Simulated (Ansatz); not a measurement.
BH$_{3}$O$_{2}$ (`OBO`), relaxed with RKS PBE0-D4/def2-TZVP in Ansatz from a GFN2-xTB geometry. The force threshold is 0.005 eV/Å; the program also tests the step.

The species carries charge 0 and has multiplicity 1.

Start:

```xyz
6

O    -0.957   -0.500   -0.096
B     0.109    0.290    0.189
O     1.292    0.015   -0.373
H    -1.785   -0.273    0.321
H     0.058    1.217    0.910
H     1.283   -0.750   -0.952
```

| step | energy (eV) | largest force (eV/Å) | largest move (Å) |
| --- | --- | --- | --- |
| 1 | -4818.6853 | 0.625 | 0.000 |
| 2 | -4818.6997 | 0.274 | 0.018 |
| 3 | -4818.7043 | 0.080 | 0.016 |
| 4 | -4818.7049 | 0.112 | 0.017 |
| 5 | -4818.7056 | 0.023 | 0.007 |
| 6 | -4818.7057 | 0.006 | 0.001 |
| 7 | -4818.7057 | 0.000 | 0.000 |

End:

```xyz
6

O    -0.958   -0.515   -0.108
B     0.109    0.283    0.183
O     1.310    0.014   -0.379
H    -1.763   -0.245    0.337
H     0.023    1.221    0.923
H     1.279   -0.756   -0.956
```

Hardware: 2 threads of an AMD EPYC 7R13 on a shared host. Wall time 19 s, peak host memory 0.17 GiB.
